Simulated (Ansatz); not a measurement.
Input file:

```yaml
crystal:
  periodic: [false, false, false]
  atoms:
    - {symbol: C, position_ang: [0.000000, 0.000000, 1.766200]}
    - {symbol: Ge, position_ang: [0.000000, 0.000000, -0.043800]}
    - {symbol: N, position_ang: [0.000000, 0.000000, -1.722400]}
basis:
  gaussian: {orbitals: cc-pVDZ}
magnetization: {spin_polarized: false, initial_magnetization: 5}
correlation: {method: fic_mrcisd_q, electrons: outside_noble_gas, active_space: {window: {electrons: 11, orbitals: 11}, shells: [{species: C, l: s, shell: 2}, {species: C, l: p, shell: 2}, {species: Ge, l: s, shell: 4}, {species: Ge, l: p, shell: 4}, {species: "N", l: p, shell: 2}]}}
```

```sh
$ ansatz run in.yaml --threads 1 --pin off --events-out ev --progress --plain --max-ram 2393MiB
```

(1) Roughly how long does this take on 1 thread of Arm Neoverse N1, shared host, and how much host memory?

```
1046 factors; integrals over basis functions are off by at most 1.8e-7 eV
mean field evaluation 1: about -58972.2492 eV, gradient 1.7e1 eV
mean field evaluation 2: about -58972.2553 eV, gradient 1.7e1 eV
mean field evaluation 4: about -58973.8456 eV, gradient 5.8e0 eV
mean field evaluation 8: about -58974.2251 eV, gradient 7.7e-1 eV
mean field evaluation 16: about -58974.2942 eV, gradient 8.1e-1 eV
mean field evaluation 32: about -58974.2431 eV, gradient 4.4e-1 eV
mean field evaluation 64: about -58974.2577 eV, gradient 1.0e-4 eV
mean field evaluation 96: about -58974.4510 eV, gradient 2.7e-1 eV
mean field evaluation 128: about -58974.2347 eV, gradient 3.1e-1 eV
mean field evaluation 160: about -58973.4635 eV, gradient 4.3e0 eV
mean field evaluation 192: about -58974.2577 eV, gradient 2.5e-3 eV
mean field -58974.45521236 eV, -2167.2712547329 hartree, gradient 2.6e-6 eV, S^2 8.750000; 17 other end points of the search recorded, 0 dependent functions left out
reference -58974.45521236 eV, -2167.2712547329 hartree; 25, 20 occupied and 30, 35 virtual orbitals, 1046 factors
state -58977.42530982 eV, -2167.3804038013 hartree
contracted CI cycle   1: correlation 0.00000000 eV, 0.0000000000 hartree, residual 2.03e1 eV
contracted CI cycle   2: correlation -5.24701449 eV, -0.1928242261 hartree, residual 3.12e0 eV
contracted CI cycle   3: correlation -5.38605725 eV, -0.1979339531 hartree, residual 6.65e-1 eV
contracted CI cycle   4: correlation -5.39298762 eV, -0.1981886395 hartree, residual 1.85e-1 eV
contracted CI cycle   5: correlation -5.39355406 eV, -0.1982094557 hartree, residual 5.43e-2 eV
contracted CI cycle   6: correlation -5.39360553 eV, -0.1982113472 hartree, residual 1.73e-2 eV
contracted CI cycle   7: correlation -5.39361057 eV, -0.1982115325 hartree, residual 5.75e-3 eV
contracted CI cycle   8: correlation -5.39361113 eV, -0.1982115531 hartree, residual 2.09e-3 eV
contracted CI cycle   9: correlation -5.39361120 eV, -0.1982115555 hartree, residual 7.22e-4 eV
state -58977.42530982 eV, -2167.3804038013 hartree; corrected -58983.27166586 eV, -2167.5952534228 hartree
Total energy: -58983.27166586 eV, -2167.5952534228 hartree
Checks for a lower state left out: starts, orbital_swaps
```

Natural occupations: 1.9752 1.9089 1.5563 1.3239 1.0069 1.0062 1.0021 0.6686 0.4394 0.0989 0.0137.

Results:

(1) 45 s wall and 0.95 GiB.
